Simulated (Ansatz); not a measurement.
Input and output for CCl₃F (`FC(Cl)(Cl)Cl`).

```yaml
crystal:
  periodic: [false, false, false]
  atoms:
    - {symbol: F, position_ang: [0.922124, -0.835462, 0.668904]}
    - {symbol: C, position_ang: [0.054791, -0.055064, 0.024994]}
    - {symbol: Cl, position_ang: [-1.374377, 0.142685, 1.032835]}
    - {symbol: Cl, position_ang: [-0.370196, -0.829034, -1.497413]}
    - {symbol: Cl, position_ang: [0.817557, 1.503175, -0.270721]}
basis:
  gaussian: {orbitals: aug-cc-pVDZ}
total_charge: 1
magnetization: {spin_polarized: true, initial_magnetization: 1}
hamiltonian: {xc: {name: PBE0-DH}}
output: {forces: true}
```

```sh
$ ansatz run in.yaml --threads 4 --pin off --events-out ev --progress --plain --max-ram 10444MiB
```

Output, abridged:

```
Functional definition: PBE0-DH
1247 factors; integrals over basis functions are off by at most 5.6e-4 eV
mean field evaluation 1: about -41286.1336 eV, gradient 2.9e1 eV
mean field evaluation 2: about -41286.1986 eV, gradient 2.9e1 eV
mean field evaluation 4: about -41289.0491 eV, gradient 1.8e0 eV
mean field evaluation 8: about -41289.0698 eV, gradient 4.4e-1 eV
mean field evaluation 16: about -41289.0708 eV, gradient 7.3e-4 eV
mean field evaluation 32: about -41289.0708 eV, gradient 1.8e-5 eV
mean field -41289.07081348 eV, -1517.3453656580 hartree, gradient 6.6e-6 eV, S^2 0.758863; 6 other end points of the search recorded, 0 dependent functions left out
17 core orbitals not correlated: weight in the atoms' cores, before any rotation towards them, 1.000 or more for the frozen orbitals, at most 0.000 for the correlated occupied ones
reference -41289.07084987 eV, -1517.3453669952 hartree; 16, 15 occupied and 94, 95 virtual orbitals, 1247 factors
second order -27.18167658 eV of doubles, -0.00000000 eV of singles
Total energy: -41292.46855944 eV, -1517.4702305190 hartree
Atom 0 at     0.922124    -0.835462     0.668904 Å, force    -0.467121     0.420251    -0.346697 eV/Å
Atom 1 at     0.054791    -0.055064     0.024994 Å, force     0.874953    -0.787279     0.649611 eV/Å
Atom 2 at    -1.374377     0.142685     1.032835 Å, force     0.192454     0.162246    -0.494810 eV/Å
Atom 3 at    -0.370196    -0.829034    -1.497413 Å, force    -0.117132     0.461742     0.284959 eV/Å
Atom 4 at     0.817557     1.503175    -0.270721 Å, force    -0.483154    -0.256960    -0.093063 eV/Å
Dipole moment:    -0.185101     0.166548    -0.137419 e Å
```

It took 21 s on 4 threads of an Arm Neoverse V1 on a shared host, with 0.81 GiB of host memory at the peak.
